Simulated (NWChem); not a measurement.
Species: C₄H₆; SMILES CC#CC

```xyz
10

C      2.0453    -0.1008    -0.2332
C      0.6016    -0.0295    -0.0676
C     -0.6018     0.0285     0.0667
C     -2.0453     0.1005     0.2333
H      2.5013     0.9018    -0.2121
H      2.3136    -0.5681    -1.1939
H      2.5125    -0.6948     0.5682
H     -2.5722    -0.3320    -0.6320
H     -2.3831     1.1434     0.3409
H     -2.3718    -0.4490     1.1303
```
Atoms are numbered in this order, from 1.

Computed with NWChem. Structure relaxed at the PBE0/def2-SVP level. Level: PBE/def2-SVP with SMD (1 M gas to 1 M solution), gas-phase geometry.

```
solvent             dielectric constant  solvation free energy (kcal/mol)  cavity-dispersion-structure term (kcal/mol)
------------------  -------------------  --------------------------------  -------------------------------------------
water                              78.4                              -0.5                                          3.3
benzene                            2.27                              -4.1                                         -2.1
dimethyl sulfoxide                 46.8                              -2.8                                          1.0
1-propanol                         20.5                              -3.7                                          0.0
1,4-dioxane                        2.21                              -2.1                                         -0.2
```
